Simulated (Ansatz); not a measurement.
# C₂HNa: vertical ionisation energy

One table from this session's results is given with a row withheld; the runs are named, their logs left out.

The runs use Ansatz 0.2.0, Gaussian basis; unrestricted cation, the program's frozen cores in correlated methods.

The runs, in order: UKS PBE-D4/def2-TZVPP; UKS r2SCAN-D4/def2-TZVPP; UKS PBE0-D4/def2-TZVPP; UKS B3LYP-D4/def2-TZVPP; UKS wB97X-V/def2-TZVPP; UKS wB97M-V/def2-TZVPP; UKS B2PLYP/def2-TZVPP; UHF-CCSD(T)/def2-TZVPP; UHF-CCSD(T)/def2-QZVPP; extrapolation to the limit; then −ε(HOMO) from the neutral's earlier runs with LDA (SPW92), PBE-D4, revPBE-D4, BLYP-D4, r2SCAN-D4, B97M-V, PBE0-D4, B3LYP-D4, r2SCANh-D4, r2SCAN0-D4, HSE06-D4, BHLYP-D4, CAM-B3LYP-D4, LC-ωPBE, ωB97X-V, ωB97M-V.

## Structure used throughout

The geometry comes from an earlier relaxation with PBE0-D4 in a triple-zeta def2 set; it is a stationary point.

SMILES `C#[C][Na]`, 4 atoms, charge 0, spin multiplicity 1.

Atoms are counted from 1 here; the program's logs count them from 0.

Bond lengths: C1–C2 1.222 Å, C1–H4 1.067 Å, C2–Na3 2.213 Å. Angles: C2–C1–H4 180.0°, C1–C2–Na3 180.0°.

The first run:

in.yaml

```yaml
crystal:
  periodic: [false, false, false]
  atoms:
    - {symbol: C, position_ang: [-0.068551, 0.869525, -0.131389]}
    - {symbol: C, position_ang: [0.043936, -0.335154, 0.040355]}
    - {symbol: Na, position_ang: [0.247430, -2.516572, 0.351648]}
    - {symbol: H, position_ang: [-0.167315, 1.921801, -0.281012]}
basis:
  gaussian: {orbitals: def2-TZVPP}
total_charge: 1
magnetization: {spin_polarized: true, initial_magnetization: 1}
hamiltonian: {xc: pbe, dispersion: d4}
```

Run with:

```sh
$ ansatz run in.yaml --threads 2 --pin off --events-out ev --progress --plain --max-ram 32768MiB --backend cpu
```

Among the steps run: Cation, UKS PBE-D4/def2-TZVPP; Cation, UKS r2SCAN-D4/def2-TZVPP; Cation, UKS PBE0-D4/def2-TZVPP; Cation, UKS B3LYP-D4/def2-TZVPP; Cation, UKS wB97X-V/def2-TZVPP; Cation, UKS wB97M-V/def2-TZVPP; Cation, UKS B2PLYP (frozen core)/def2-TZVPP; Cation, UHF-CCSD(T)/def2-TZVPP; Cation, UHF-CCSD(T)/def2-QZVPP.

One of the session's tables, all rows but one given; the rest of the session is left out.

It belongs to the step «Ionisation energies side by side». For comparison, −ε(HOMO) of the neutral from earlier runs:

| functional | −ε(HOMO) (eV) |
| --- | --- |
| LDA (SPW92) | ? |
| PBE-D4 | 4.80 |
| revPBE-D4 | 4.72 |
| BLYP-D4 | 4.66 |
| r2SCAN-D4 | 4.90 |
| B97M-V | 4.83 |
| PBE0-D4 | 5.88 |
| B3LYP-D4 | 5.67 |
| r2SCANh-D4 | 5.33 |
| r2SCAN0-D4 | 5.97 |
| HSE06-D4 | 5.47 |
| BHLYP-D4 | 6.84 |
| CAM-B3LYP-D4 | 7.25 |
| LC-ωPBE | 8.63 |
| ωB97X-V | 8.23 |
| ωB97M-V | 8.16 |

Estimate the missing values for LDA (SPW92).

As computed: −ε(HOMO) (eV): 5.01. In the column «−ε(HOMO) (eV)» it lies between r2SCAN-D4 (4.90) and r2SCANh-D4 (5.33).
